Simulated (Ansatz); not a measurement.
Geometry optimisation, RKS PBE0-D4/def2-SVP in Ansatz.

Input file:

```yaml
crystal:
  periodic: [false, false, false]
  atoms:
    - { symbol: Cl, position_ang: [-0.213708, 0.134124, -3.843278] }
    - { symbol: C, position_ang: [-0.31734, 0.553663, -0.783357] }
    - { symbol: C, position_ang: [-1.171537, 0.164224, 0.170666] }
    - { symbol: H, position_ang: [0.900942, -0.509978, 1.102223] }
    - { symbol: C, position_ang: [1.583774, -0.797188, 1.895209] }
    - { symbol: "N", position_ang: [2.288341, -1.091062, 2.762311] }
    - { symbol: H, position_ang: [0.247994, 1.488961, -0.658512] }
    - { symbol: H, position_ang: [-0.192961, 0.060824, -1.783847] }
    - { symbol: H, position_ang: [-1.760299, -0.755645, 0.059236] }
    - { symbol: H, position_ang: [-1.365106, 0.752076, 1.07945] }
total_charge: -1
basis:
  gaussian: { orbitals: def2-SVP }
hamiltonian:
  xc: pbe0
  dispersion: d4
relax:
  f_tol: 0.03
  max_steps: 50
```

Run as:

```bash
$ ansatz run input.yaml --threads 2 --pin off --max-ram 3072MiB --backend cpu --events-out ev --progress --plain --runs-dir out
```

Where does it end, and by what steps?

The run converged. Limits of this set-up: an anion without diffuse functions. After 28 steps the energy has fallen by 0.943 eV; Cl1 moved furthest, 2.83 Å.

```
step  energy less start (eV)  largest force component (eV/Å)  accepted
   0                  0.0000                           0.333       yes
   1                 -0.0276                           0.153       yes
   2                 -0.0336                           0.210       yes
   3                 -0.0435                           0.118       yes
   4                 -0.0528                           0.187       yes
   5                 -0.0618                           0.169       yes
   6                 -0.0732                           0.084       yes
   7                 -0.0903                           0.084       yes
   8                 -0.1177                           0.116       yes
   9                 -0.1622                           0.151       yes
  10                 -0.2311                           0.228       yes
  11                 -0.3239                           0.297       yes
  12                 -0.4391                           0.327       yes
  13                 -0.5716                           0.343       yes
  14                 -0.7184                           0.501       yes
  15                 -0.8363                           0.250       yes
  16                 -0.8904                           0.273       yes
  17                 -0.9083                           0.208       yes
  18                 -0.9215                           0.264       yes
  19                 -0.9297                           0.125       yes
  20                 -0.9382                           0.180       yes
  21                 -0.9402                           0.075       yes
  22                 -0.9413                           0.244       yes
  23                 -0.9419                           0.173       yes
  24                 -0.9425                           0.030       yes
  25                 -0.9425                           0.088        no
  26                 -0.9428                           0.030       yes
  27                 -0.9429                           0.087       yes
  28                 -0.9431                           0.025       yes
```

```xyz
10
Properties=species:S:1:pos:R:3
Cl 0.541 -1.550 -1.699
C -0.717 1.449 -0.465
C -1.585 0.581 0.051
H 1.523 -1.512 -0.009
C 2.099 -1.483 0.992
N 2.688 -1.468 1.991
H -0.769 2.527 -0.266
H 0.078 1.050 -1.108
H -1.449 -0.480 -0.197
H -2.408 0.886 0.709
```

Whether the end is a true minimum wasn't checked by a vibrational analysis.

Run time: 110 s on 2 threads of Arm Neoverse N1, on a shared host, peak memory 0.2 GiB.
